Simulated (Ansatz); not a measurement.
# BPH₆: energies and forces away from the minimum

An exercise on one series of results from a longer session: the logs are not shown, and one member is left open.

Computed with Ansatz 0.2.0, Gaussian basis. Level: single points with forces in def2-TZVPP.

Levels: PBE-D4, r2SCAN-D4, PBE0-D4, wB97M-V, Hartree-Fock, MP2, CCSD, CCSD(T). Each coordinate is moved by a Gaussian draw of the width named (0.7 of it for atoms other than hydrogen): 0.06, 0.09, 0.02, 0.09 Å.

Cores are frozen in the correlated methods.

11 further runs of the same task are left out: 11 set aside as unsound or not needed.

### The system as given

The minimum, relaxed at PBE0-D4: SMILES `[BH3-][PH3+]`, 8 atoms, charge 0, spin multiplicity 1.

Atoms are counted from 1 here; the program's logs count them from 0.

Bond lengths: B1–P2 1.910 Å, B1–H3 1.209 Å, B1–H4 1.209 Å, B1–H5 1.209 Å, P2–H6 1.408 Å, P2–H7 1.408 Å, P2–H8 1.408 Å. Angles: P2–B1–H3 103.8°, P2–B1–H4 103.8°, P2–B1–H5 103.8°, H3–B1–H4 114.5°, H3–B1–H5 114.5°, H4–B1–H5 114.5°, B1–P2–H6 118.0°, B1–P2–H7 118.1°, B1–P2–H8 118.1°, H6–P2–H7 99.7°, H6–P2–H8 99.7°, H7–P2–H8 99.7°.

Geometry (Å):

```mol
BH6P
  3D, bonds by distance, orders not assigned

  8  7  0  0  0  0  0  0  0  0999 V2000
   -0.5561    0.2272   -0.9140 B   0  0
    0.4339   -0.1816    0.6677 P   0  0
   -1.6934    0.3431   -0.5201 H   0  0
   -0.3678   -0.7302   -1.6280 H   0  0
   -0.0555    1.2542   -1.3099 H   0  0
    0.4188    0.7557    1.7188 H   0  0
    1.8231   -0.3803    0.5471 H   0  0
    0.0892   -1.3452    1.3826 H   0  0
  1  2  8  0
  1  3  8  0
  1  4  8  0
  1  5  8  0
  2  6  8  0
  2  7  8  0
  2  8  8  0
M  END
```

Energies of the minimum (eV), from earlier single points: PBE-D4 -10057.05736, r2SCAN-D4 -10061.57645, PBE0-D4 -10058.25771, B3LYP-D4 -10063.98408, wB97M-V -10061.13588, CCSD(T) -10048.23009.

Set-up of the first run:

File ccsdt-tzvpp/in.yaml:

```yaml
crystal:
  periodic: [false, false, false]
  atoms:
    - {symbol: B, position_ang: [-0.564013, 0.247096, -1.001438]}
    - {symbol: P, position_ang: [0.359034, -0.158176, 0.724666]}
    - {symbol: H, position_ang: [-1.743656, 0.314383, -0.474814]}
    - {symbol: H, position_ang: [-0.407765, -0.647753, -1.625801]}
    - {symbol: H, position_ang: [-0.007059, 1.208292, -1.266623]}
    - {symbol: H, position_ang: [0.425422, 0.813849, 1.718271]}
    - {symbol: H, position_ang: [1.863409, -0.435102, 0.454707]}
    - {symbol: H, position_ang: [0.065515, -1.408536, 1.416552]}
basis:
  gaussian: {orbitals: def2-TZVPP}
correlation: {method: ccsd_t}
output: {forces: true}
```

The command line of these runs was not kept.

Steps of the session up to this table: Structure 1, width 0.06 Å; Structure 2, width 0.09 Å; Structure 3, width 0.02 Å; Structure 4, width 0.09 Å.

One table of the session follows, with a row left open; its other results are not shown here.

| method | RMS force component (eV/Å) | angle to CCSD(T) forces (°) | dipole (D) |
| --- | --- | --- | --- |
| PBE-D4 | ? | ? | ? |
| r2SCAN-D4 | 0.956 | 8.3 | 3.74 |
| PBE0-D4 | 0.969 | 7.5 | 3.79 |
| wB97M-V | 0.943 | 2.6 | 3.79 |
| CCSD(T) | 0.961 | reference | 3.87 |

Estimate the missing values for PBE-D4.

The run gave: RMS force component (eV/Å): 0.969; angle to CCSD(T) forces (°): 14.4; dipole (D): 3.66.
